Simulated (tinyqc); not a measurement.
Inside a calculation. Method: extended Hueckel theory, for CO. Computed by tinyqc, a small Python program that keeps every step (integrals from PySCF). Settings: charge = 0, K = 1.75, weighted = 1, multiplicity = 1. Command: `OMP_NUM_THREADS=1 python tinyqc.py 29630 29631 out.jsonl` (the two numbers bound the seeds that draw the settings). One thread of a shared host (Intel(R) Xeon(R) Processor @ 2.60GHz), about 0.01 s of CPU time with the checks.

## Overlaps

Geometry (angstrom):
```
atom         x         y         z
C     0.000000  0.000000  0.000000
O     0.000000  0.000000  1.046000
```

Parameters chosen for this run:
```
element  shell  Slater exponent   H_ii (eV)
C           2s         1.625000  -21.400000
C           2p         1.625000  -11.400000
O           2s         2.275000  -32.300000
O           2p         2.275000  -14.800000
```

Slater orbitals, each expanded in six Gaussians scaled to its exponent.

overlap S:
```
            1C 2s    1C 2px    1C 2py     1C 2pz     2O 2s    2O 2px    2O 2py     2O 2pz
1C 2s    1.000000  0.000000  0.000000   0.000000  0.471776  0.000000  0.000000  -0.349088
1C 2px   0.000000  1.000000  0.000000   0.000000  0.000000  0.299507  0.000000   0.000000
1C 2py   0.000000  0.000000  1.000000   0.000000  0.000000  0.000000  0.299507   0.000000
1C 2pz   0.000000  0.000000  0.000000   1.000000  0.535010  0.000000  0.000000  -0.276531
2O 2s    0.471776  0.000000  0.000000   0.535010  1.000000  0.000000  0.000000   0.000000
2O 2px   0.000000  0.299507  0.000000   0.000000  0.000000  1.000000  0.000000   0.000000
2O 2py   0.000000  0.000000  0.299507   0.000000  0.000000  0.000000  1.000000   0.000000
2O 2pz  -0.349088  0.000000  0.000000  -0.276531  0.000000  0.000000  0.000000   1.000000
```

## Wolfsberg-Helmholz matrix

diagonal H_ii (eV): 1C 2s -21.400000, 1C 2px -11.400000, 1C 2py -11.400000, 1C 2pz -11.400000, 2O 2s -32.300000, 2O 2px -14.800000, 2O 2py -14.800000, 2O 2pz -14.800000

K = 1.750000

H_ij = K' S_ij (H_ii + H_jj)/2 for i != j (the diagonal keeps H_ii), with K' = K + D^2 + D^4 (1 - K), D = (H_ii - H_jj)/(H_ii + H_jj), K = 1.75.

H (eV):
```
             1C 2s      1C 2px      1C 2py      1C 2pz       2O 2s      2O 2px      2O 2py      2O 2pz
1C 2s   -21.400000    0.000000    0.000000    0.000000  -22.673323    0.000000    0.000000   11.262173
1C 2px    0.000000  -11.400000    0.000000    0.000000    0.000000   -6.931428    0.000000    0.000000
1C 2py    0.000000    0.000000  -11.400000    0.000000    0.000000    0.000000   -6.931428    0.000000
1C 2pz    0.000000    0.000000    0.000000  -11.400000  -22.672611    0.000000    0.000000    6.399717
2O 2s   -22.673323    0.000000    0.000000  -22.672611  -32.300000    0.000000    0.000000    0.000000
2O 2px    0.000000   -6.931428    0.000000    0.000000    0.000000  -14.800000    0.000000    0.000000
2O 2py    0.000000    0.000000   -6.931428    0.000000    0.000000    0.000000  -14.800000    0.000000
2O 2pz   11.262173    0.000000    0.000000    6.399717    0.000000    0.000000    0.000000  -14.800000
```

## Orbitals

valence electrons = 10

Solve H C = S C e through S^(-1/2); fill by pairs from the bottom, a degenerate level sharing its electrons equally; each orbital has its largest coefficient positive (the first on a tie).

orbital energies (eV): -35.444016  -19.180405  -15.864431  -15.864431  -12.938657  -8.356249  -8.356249  75.187926

occupations: 2.000000  2.000000  2.000000  2.000000  2.000000  0.000000  0.000000  0.000000

coefficients:
```
             MO1        MO2       MO3        MO4        MO5        MO6        MO7        MO8
1C 2s   0.321638   0.624531  0.000000   0.000000   0.428016   0.000000   0.000000  -1.214955
1C 2px  0.000000   0.000000  0.340799  -0.198988   0.000000   0.784756  -0.571806   0.000000
1C 2py  0.000000   0.000000  0.198988   0.340799   0.000000   0.571806   0.784756   0.000000
1C 2pz  0.121301  -0.381148  0.000000   0.000000  -0.544634   0.000000   0.000000  -1.325860
2O 2s   0.751996  -0.288005  0.000000   0.000000   0.076765   0.000000   0.000000   1.433081
2O 2px  0.000000   0.000000  0.697947  -0.407522   0.000000  -0.539349   0.392992   0.000000
2O 2py  0.000000   0.000000  0.407522   0.697947   0.000000  -0.392992  -0.539349   0.000000
2O 2pz  0.037296  -0.555723  0.000000   0.000000   0.725456   0.000000   0.000000  -0.907060
```

sum of one-electron energies = -198.583881 eV

Within a degenerate level the vectors are fixed only up to a rotation; this is one choice.

## Mulliken analysis

P = C n C^T; charge = valence electrons (C 4, O 6) minus the sum of (P S)_ii on the atom; overlap population = 2 sum P_ij S_ij between two atoms.

charges: 1C 0.352471, 2O -0.352471

Overlap populations:
```
pair     value
2-1   1.515931
```
